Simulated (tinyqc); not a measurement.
Born-Oppenheimer dynamics on the UHF/sto-3g surface (energies and gradients from PySCF), for CH, spin multiplicity 4, step by step. Computed by tinyqc, a small Python program that keeps every step (integrals from PySCF). Settings: charge = 0, multiplicity = 4, basis = sto-3g, time step (fs) = 0.5, steps = 16. Command: `OMP_NUM_THREADS=1 python tinyqc.py 27673 27674 out.jsonl` (the two numbers bound the seeds that draw the settings). One thread of a shared host (Intel(R) Xeon(R) Processor @ 2.60GHz), about 1 s of CPU time with the checks.

positions (bohr):
```
           x         y         z
1C  0.000000  0.000000  0.000000
2H  0.000000  0.000000  2.105155
```

The total energy should stay constant up to terms of order dt^2; the step counts as short enough if it moves by less than 2 % of the largest kinetic energy.

Trajectory:
```
time (fs)  1C-2H (angstrom)  potential (hartree)  kinetic (hartree)  total (hartree)
0.000000           1.114000         -37.79088630         0.00041186     -37.79047443
0.500000           1.115376         -37.79080431         0.00033194     -37.79047237
1.000000           1.112515         -37.79097173         0.00049513     -37.79047660
1.500000           1.105710         -37.79132201         0.00083619     -37.79048582
2.000000           1.095671         -37.79171106         0.00121418     -37.79049688
2.500000           1.083490         -37.79196834         0.00146307     -37.79050528
3.000000           1.070572         -37.79196819         0.00146165     -37.79050654
3.500000           1.058503         -37.79169771         0.00119895     -37.79049876
4.000000           1.048860         -37.79128271         0.00079779     -37.79048492
4.500000           1.042977         -37.79093859         0.00046601     -37.79047259
5.000000           1.041697         -37.79085438         0.00038490     -37.79046948
5.500000           1.045209         -37.79107743         0.00059980     -37.79047764
6.000000           1.053001         -37.79148320         0.00099142     -37.79049178
6.500000           1.063972         -37.79185371         0.00135022     -37.79050349
7.000000           1.076643         -37.79200440         0.00149735     -37.79050705
7.500000           1.089404         -37.79187365         0.00137168     -37.79050197
8.000000           1.100736         -37.79153420         0.00104249     -37.79049171
```

Is the time step short enough?

No. The total energy moves within 3.8e-05 hartree; that is over 2 % of the largest kinetic energy, so the time step is too long.
